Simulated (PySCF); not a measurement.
Bonds (- single, = double, # triple, : aromatic): O1=C2 1.205 Å, C2-C3 1.464 Å, C3=C4 1.304 Å, C4-C5 1.499 Å, C5-C3 1.502 Å. C2 carries H6; C4 carries H7; C5 carries H8, H9.

PySCF 2.14 calculation with σ from GIAO-PBE0/pcSseg-1 and coordinates at the PBE0-D3(BJ)/def2-SVP level; a single conformation, rapidly exchanging positions averaged, relativity neglected, no solvent.

Scale: 13C (σref 184.41) and 1H (σref 31.27) against TMS; 17O (σref 334.56) against H2O (reference shieldings calculated alike).

| atoms | nucleus | count | Hirshfeld charge | δ (ppm) |
| --- | --- | --- | --- | --- |
| O1 | 17O | 1 | -0.22 | 767.6 |
| H6 | 1H | 1 | 0.05 | 10.20 |
| C2 | 13C | 1 | 0.13 | ? |
| C4 | 13C | 1 | 0.00 | ? |
| C3 | 13C | 1 | -0.02 | 121.4 |
| C5 | 13C | 1 | -0.09 | 10.5 |
| H7 | 1H | 1 | 0.09 | 8.14 |
| H8/H9 | 1H | 2 | 0.03 | 1.63 |

Q: Complete the table.

A: 
- C2: 185.1 ppm, aldehyde carbonyl carbon; the double bond to the heteroatom, with no lone-pair donor beside it, deshields it most
- C4: 135.3 ppm, β carbon of a C=C–C=O unit; conjugation with the carbonyl draws π density from the β position

Shifts are as computed. Against solution values, carbons near 30 ppm lie about +2 ppm off and those near 130 ppm about +5 ppm. Of 1211 compounds with measured shifts, 218 miss one by over three times the rms of a fit or turn the order of signals round; such compounds aren't used in these exercises. Unscaled 17O shifts of doubly bonded oxygen tend to come out too high, by tens of ppm or more. Experimental scales use liquid or dissolved standards, which lie at an offset from isolated H2O (liquid H2O: subtract about 36 ppm).
